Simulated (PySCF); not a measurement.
Simulated Cl 2p region for `O=BCl` (chlorine oxoborane), binding energy against the vacuum level.

Every computed line was given a Gaussian of 0.4 eV full width at half maximum and an area set by the number of equivalent atoms (split 2:1 within a doublet); the highest printed point is 100. Level of theory: PySCF 2.14.0, delta-SCF UKS SCAN, pcX-2 on the ionised atom, pcseg-1 elsewhere, spin-free X2C.

```tsv
binding energy (eV)	intensity
208.0	1
208.1	5
208.2	18
208.3	45
208.4	80
208.5	100
208.6	88
208.7	55
208.8	24
208.9	8
209.0	2
209.1	0
209.2	0
209.3	0
209.4	0
209.5	0
209.6	0
209.7	1
209.8	5
209.9	14
210.0	31
210.1	46
210.2	49
210.3	37
210.4	20
210.5	7
210.6	2
210.7	0
```

How many maxima does the curve show, and how many computed lines lie under it?

The curve has 2 maxima (at 208.5 and 210.2 eV). Under it lie 2 lines from 1 inequivalent chlorine site, drawn as a 2p3/2, 2p1/2 pair.

Decompose the envelope and assign each component. Numbering: `[O:1]=[B:2][Cl:3]`.

```tsv
position (eV)	relative area	line	atoms	environment
208.51	0.67	Cl 2p3/2	Cl3	chlorine bonded to B
210.17	0.33	Cl 2p1/2	Cl3	chlorine bonded to B
```

What are the centre and the root-mean-square width of the whole band?

The area-weighted mean of the lines is 209.07 eV. Their own spread about it is 0.78 eV (rms) and each Gaussian has σ = 0.4/2.355 = 0.17 eV; the variances add, which gives 0.80 eV.

No satellites, vibrations or lifetime broadening are included. The 2p values aren't plain energy differences: one relaxed spin-free 2p hole is combined with a matrix within the shell (ground-state 2p orbital-energy differences and spin–orbit coupling). 2p3/2, the mean of its two sublevels, lies a third of the splitting below the shell's mean and 2p1/2 two thirds above it; the statistical areas are 2:1. 2p1/2 minus 2p3/2 (ligand field included): Cl 1.65 eV. Isolated species at its PBE0-D3(BJ)/def2-SVP geometry, gas phase.
